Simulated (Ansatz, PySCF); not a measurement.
System: HS, net charge 0, doublet state. 
Structure (B3LYP-D3(BJ)/def2-TZVP (Ansatz, an electronic-structure program) minimum search):
```xyz
2

S      0.0000     0.0000    -0.0793
H      0.0000     0.0000     1.2681
```
Charge 0, spin multiplicity 2.

PBE beside other levels, property by property. Cores are frozen in the correlated levels unless marked. UHF or UKS for open shells. Spin-orbit coupling is left out. Non-relativistic. CBS marks a two-point X^-3 extrapolation of the correlation energy; Hartree-Fock from the larger set (for Q and 5 zeta extrapolated as (X+1)exp(-9√X)). Rows marked 298 K are enthalpies with B3LYP-D3(BJ) harmonic zero-point and thermal terms from PySCF. Enthalpies of formation rest on the atoms' values in the G2/97 table (older ones for B and Si), with no core term in the frozen-core levels. Vertical energies are electronic, to the SCF solution reached for that spin. Anions need diffuse functions, of which def2-TZVPD holds fewer than the aug- sets. The coupled-cluster column (Ansatz) is a level with limits of its own: (a) CCSD(T)/CBS(aug-cc-pV(T+d)Z,aug-cc-pV(Q+d)Z); (b) CCSD(T)/CBS(cc-pV(Q+d)Z,cc-pV(5+d)Z).

```tsv
property	PBE/def2-TZVPD (Ansatz)	r2SCAN/def2-TZVPD (Ansatz)	r2SCAN-D4/def2-TZVPD (Ansatz + dftd4)	CCSD(T)/aug-cc-pV(D+d)Z (Ansatz)	coupled cluster	measured
vertical ionisation energy to the triplet (eV)	10.39	10.37	10.37	10.01	10.42 (a)	-
vertical electron affinity to the singlet (eV)	2.33	2.24	2.25	2.11	2.36 (a)	-
enthalpy of formation at 298 K by atomisation (kcal/mol)	33.1	32.6	32.5	39.7	33.6 (b)	34.2
```

Measured values: G2/97 table in ASE (Curtiss et al.); they hold spin-orbit effects, which all levels lack, and core correlation, which the frozen-core levels lack. This is an older compilation, not checked against later work.

As the rows show:
- vertical ionisation energy to the triplet: PBE lies 0.03 eV below coupled cluster.
- vertical electron affinity to the singlet: PBE lies 0.03 eV below coupled cluster.
- enthalpy of formation at 298 K by atomisation: PBE lies 1.1 kcal/mol below the measured value.
